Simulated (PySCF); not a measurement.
# Löwdin shares of the frontier orbitals

Compound: 2-chloroethyl ethyl ether, C4H9ClO.
Structure used (GFN2-xTB), in Å, numbered top down from 1:
```xyz
15
C4H9ClO angstrom
C     -2.1269    0.1305   -0.4176
C     -1.0942   -0.9915   -0.3432
O      0.2148   -0.5909   -0.6930
C      0.8420    0.2531    0.2440
C      2.2916    0.4033   -0.1920
Cl     3.1608    1.4551    0.9420
H     -3.1210   -0.2828   -0.2729
H     -1.9503    0.8789    0.3509
H     -2.0814    0.6100   -1.3921
H     -1.3405   -1.7717   -1.0677
H     -1.0937   -1.4336    0.6647
H      0.3628    1.2415    0.2752
H      0.7929   -0.1879    1.2516
H      2.7921   -0.5640   -0.2032
H      2.3465    0.8582   -1.1802
```

Level of theory: PySCF, TDDFT PBE0/def2-SVPD, vertical, gas phase, core orbitals frozen in the response.

Kohn–Sham orbitals with the atoms that hold most of them (Löwdin shares over 4%, at most four atoms; ? is withheld):

```
orbital  ε (eV)                             atoms
 HOMO-3   -9.21      O3 41%, C2 17%, C4 8%, C1 8%
 HOMO-2   -8.60            Cl6 74%, C5 12%, C4 7%
 HOMO-1   -8.53                                 ?
   HOMO       ?      O3 58%, C4 10%, C2 8%, C1 7%
   LUMO    0.54                                 ?
 LUMO+1    0.83    Cl6 29%, C1 15%, C5 10%, C2 7%
 LUMO+2    1.18  Cl6 30%, C5 18%, H14 11%, H15 8%
```

Question: Give the leading atoms of the HOMO-1.

Answer: Cl6 (bonded to C) 75%; C5 (bonded to C, Cl and 2 H) 14%; H15 (bonded to C) 4%; H14 (bonded to C) 4%. By element: chlorine 75%, carbon 14% or more, hydrogen 8% or more.

Question: Which atoms hold the LUMO, and with what shares?

Answer: Cl6 (bonded to C) 34%; C5 (bonded to C, Cl and 2 H) 14%; C4 (bonded to C, O and 2 H) 8%; C2 (bonded to C, O and 2 H) 7%. By element: chlorine 34%, carbon 30% or more.

Question: What is the HOMO energy, and the HOMO–LUMO gap?

Answer: ε(HOMO) = -7.73 eV; the gap is 8.26 eV (0.3036 hartree).

Question: The HOMO–LUMO gap is 8.26 eV. Where does the response calculation put the lowest singlet, and from which orbitals?

Answer: S1 is at 7.03 eV (f = 0.0089), 1.23 eV below the gap, made of HOMO→LUMO (97%). Without the coupling terms of the response equations the lowest excitation would equal the gap.

Next come S2 at 7.46 eV (f 0.0035), HOMO→LUMO+1 (69%), HOMO-1→LUMO (20%); S3 at 7.52 eV (f 0.0052), HOMO-1→LUMO (50%), HOMO→LUMO+1 (22%), HOMO-1→LUMO+1 (18%); S4 at 7.57 eV (f 0.0063), HOMO-2→LUMO (67%), HOMO-2→LUMO+1 (21%); S5 at 7.85 eV (f 0.0073), HOMO→LUMO+2 (93%).

Löwdin shares depend on the basis, the more so with diffuse functions.

One conformer stands for the species.

Without π bonds the low states may be Rydberg-like; a valence basis with one diffuse set may place them up to an eV too high.
